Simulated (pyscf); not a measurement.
Structures and frequencies: ωB97X-D3(BJ)/def2-SVP in PySCF. Correlated levels are frozen-core, on RHF or UHF. ΔMP2 is the change of the MP2 total energy from the triple- to the quadruple-zeta basis.

**Question.** Estimate the classical barrier height and the reaction energy of silyl (SiH₃•) + methane (CH₄) → silane (SiH₄) + methyl (CH₃•) at CCSD(T)/def2-TZVPP + ΔMP2(QZVPP). The step runs on the doublet surface, breaks C–H and forms H–Si; take the separated reactants as zero.

**Answer.** ΔE‡ = 1.08 eV, ΔE = +0.68 eV. Zero-point energy shifts the barrier by -0.12 eV. It is a hydrogen abstraction, with an imaginary mode of 987i cm⁻¹. This is the saddle that the search found; another between the same sides may lie lower. The angle at the transferred H is 180°. The CCSD(T) − MP2 part came from Ansatz, without density fitting, on the same reference.
